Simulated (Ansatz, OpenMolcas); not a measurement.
## Heat of formation of CH2Cl2 (dichloromethane) from total energies

CH2Cl2 has 5 atoms, charge 0, and is taken as a singlet. SMILES: `ClCCl`. The coordinates come from a PBE0-D4/def2-TZVP relaxation.

Total energies at M06-2X/aug-cc-pVDZ (OpenMolcas 26.06); the atoms run unrestricted:

```tsv
species	state	energy (Eh)
CH2Cl2	singlet	-959.661692
Cl	doublet	-460.123800
C	triplet	-37.838334
H	doublet	-0.497898
```

Harmonic wavenumbers at PBE0-D4/def2-TZVP, in cm⁻¹: 285, 732, 772, 904, 1178, 1288, 1461, 3128, 3205.

Measured heats of formation of the gaseous atoms at 298.15 K, in kJ/mol: Cl 121.3, C 716.9, H 218.0. Spin-orbit lowering of the atoms at 298 K (mean of the ground term's levels less their thermal mean, from spectra), in kJ/mol: Cl 3.44, C 0.02. Take 1 Eh = 2625.50 kJ/mol, 1 cm⁻¹ = 0.0119627 kJ/mol, RT = 2.479 kJ/mol.

Task: Work out the heat of formation of the gas at 298 K.

Result: 
1. Electronic atomisation energy: 2 × (-460.123800) + (-37.838334) + 2 × (-0.497898) − (-959.661692) = 0.579962 Eh = 1522.7 kJ/mol.
2. Zero-point energy: half the sum of the wavenumbers, 6476.5 cm⁻¹ = 77.5 kJ/mol.
3. Thermal vibrational enthalpy, Σ hcν̃/(exp(hcν̃/kT) − 1): 1.9 kJ/mol. Translation, rotation and pV of a non-linear molecule: 4 RT = 9.9 kJ/mol.
4. The 5 free atoms carry 5/2 RT each: 31.0 kJ/mol.
5. Spin-orbit coupling lowers the free atoms by 2 × 3.44 + 0.02 = 6.9 kJ/mol.
6. Atomisation enthalpy at 298 K: 1522.7 − 6.9 − 77.5 − 1.9 − 9.9 + 31.0 = 1457.5 kJ/mol.
7. Sum of the atoms' heats of formation: 1395.5 kJ/mol. Heat of formation: 1395.5 − 1457.5 = -62.0 kJ/mol.

The tabulated value is -94.7 kJ/mol (Active Thermochemical Tables), so this level is off by +32.7 kJ/mol, or 2.2 % of the atomisation enthalpy. Anharmonicity and any spin-orbit splitting of the molecule are left out.
